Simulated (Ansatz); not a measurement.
in.yaml

```yaml
crystal:
  periodic: [false, false, false]
  atoms:
    - {symbol: Sb, position_ang: [0.000000, -0.020134, 0.000000]}
    - {symbol: H, position_ang: [0.000000, 1.216100, -1.179315]}
    - {symbol: H, position_ang: [0.000000, 1.216107, 1.179309]}
basis:
  gaussian: {orbitals: def2-SVP}
total_charge: 1
correlation: {method: sc_nevpt2, electrons: outside_noble_gas, active_space: {window: {electrons: 2, orbitals: 2}}}
```

```sh
$ ansatz run in.yaml --threads 1 --pin off --events-out ev --progress --plain --max-ram 2393MiB
```

Question: Roughly how long does this take on 1 thread of Intel Xeon, shared host, and how much host memory?

Answer: 3.5 s wall and 0.09 GiB.

```
436 factors; integrals over basis functions are off by at most 5.5e-4 eV
mean field evaluation 1: about -6532.9810 eV, gradient 7.0e0 eV
mean field evaluation 2: about -6532.9852 eV, gradient 7.0e0 eV
mean field evaluation 4: about -6533.2138 eV, gradient 3.1e-1 eV
mean field evaluation 8: about -6533.2141 eV, gradient 1.9e-4 eV
mean field -6533.21413623 eV, -240.0911911348 hartree, gradient 2.0e-6 eV, S^2 0.000000; 0 other end points of the search recorded, 0 dependent functions left out; unrestricted orbitals would lower it
reference -6533.21413623 eV, -240.0911911348 hartree; 12, 12 occupied and 24, 24 virtual orbitals, 436 factors
state -6533.69287339 eV, -240.1087844010 hartree
state -6533.69287339 eV, -240.1087844010 hartree; corrected -6535.43575153 eV, -240.1728339912 hartree
state -6533.63590552 eV, -240.1066908702 hartree
state -6533.63590552 eV, -240.1066908702 hartree; corrected -6535.40980534 eV, -240.1718804863 hartree
state -6533.69287339 eV, -240.1087844010 hartree; corrected -6535.43575153 eV, -240.1728339912 hartree
Total energy: -6535.43575153 eV, -240.1728339912 hartree
```

For the same geometry and basis full CI lies 673.3 meV lower.
